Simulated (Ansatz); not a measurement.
**AlH2+ (triplet): wave-function methods side by side at distance Al1–H2 = 1.570 Å, cc-pVTZ**

Aim: climb from Hartree-Fock through coupled cluster and multireference methods for AlH2+ (triplet) at one geometry and basis, and see what each rung misses.

Method: cc-pVTZ, correlated electrons: outside noble gas; program: Ansatz 0.2.0, Gaussian basis.

To be run: UHF; CCSD(T) on ROHF; CCSD(T) on UHF; BCCD(T) on ROHF; CISD; CCSDT(Q) on ROHF; CCSDT(Q) on UHF; CASSCF and MRCISD+Q, 4 electrons in 4 orbitals; CASSCF and NEVPT2, 4 electrons in 4 orbitals; Full CI.

### 1 The geometry

The geometry derives from a PBE0/def2-TZVP stationary point (not a proven minimum). One bond is set to the value named and the two fragments are kept rigid.

3 atoms, charge 1, spin multiplicity 3.

Atoms are counted from 1 here; the program's logs count them from 0.

Bond lengths: Al1–H2 1.570 Å, Al1–H3 1.722 Å. Angles: H2–Al1–H3 63.0°.

In the tables R marks a restricted open-shell determinant and U an unrestricted one; 'pair' is the active space of 4 electrons in 4 orbitals; correlation energies count from the lowest restricted Hartree-Fock solution.

### 2 UHF

Contents of in.yaml:

```yaml
crystal:
  periodic: [false, false, false]
  atoms:
    - {symbol: Al, position_ang: [0.000000, 0.002764, -0.097584]}
    - {symbol: H, position_ang: [0.000000, 0.822838, 1.241213]}
    - {symbol: H, position_ang: [0.000000, -0.896815, 1.371007]}
basis:
  gaussian: {orbitals: cc-pVTZ}
total_charge: 1
magnetization: {spin_polarized: true, initial_magnetization: 2}
hamiltonian: {xc: hf}
output: {orbitals: {seedname: orbitals}}
```

Launch:

```console
> ansatz run in.yaml --threads 1 --pin off --events-out ev --progress --plain --max-ram 2393MiB
```

After this run come: CCSD(T) on ROHF; CCSD(T) on UHF; BCCD(T) on ROHF; CISD; CCSDT(Q) on ROHF; CCSDT(Q) on UHF; CASSCF and MRCISD+Q, 4 electrons in 4 orbitals; CASSCF and NEVPT2, 4 electrons in 4 orbitals; Full CI.

Q: Predict the results of all the runs planned. Wanted: correlation energy, FCI; RMP2 from FCI; UMP2 from FCI; RCCSD from FCI; RCCSD(T) from FCI; UCCSD(T) from FCI; RCCSDT(Q) from FCI; UCCSDT(Q) from FCI; NEVPT2 pair from FCI.

As calculated:

| quantity | value |
| --- | --- |
| correlation energy, FCI | -1.8446 eV |
| RMP2 from FCI | +10.77 kcal/mol |
| UMP2 from FCI | +10.73 kcal/mol |
| RCCSD from FCI | +1.20 kcal/mol |
| RCCSD(T) from FCI | +0.29 kcal/mol |
| UCCSD(T) from FCI | +0.25 kcal/mol |
| RCCSDT(Q) from FCI | 0.00 kcal/mol |
| UCCSDT(Q) from FCI | -0.04 kcal/mol |
| NEVPT2 pair from FCI | +10.76 kcal/mol |
| MRCISD+Q pair from FCI | -0.10 kcal/mol |
| levels of the table within 1 kcal/mol (43 meV) | RCCSD(T), UCCSD(T), BCCD(T), RCCSDT, UCCSDT, RCCSDT(Q), UCCSDT(Q), MRCISD+Q pair |
| T1 diagnostic | 0.042 |
| effectively unpaired electrons | 2.02 |

**Reading.** RCCSD(T) lands +0.29 kcal/mol from the yardstick (0.7 % of the correlation energy). MRCISD+Q pair falls below full CI, which methods that aren't variational can do. The occupations are near whole numbers, but T1 = 0.042 shows that the orbitals relax strongly. Of the multireference levels listed MRCISD+Q pair comes nearest in total energy (-0.10 kcal/mol), which doesn't show that its space is the better one. These misses are within one basis, not against nature; the frozen cores of restricted and unrestricted runs differ, which can shift their rows.
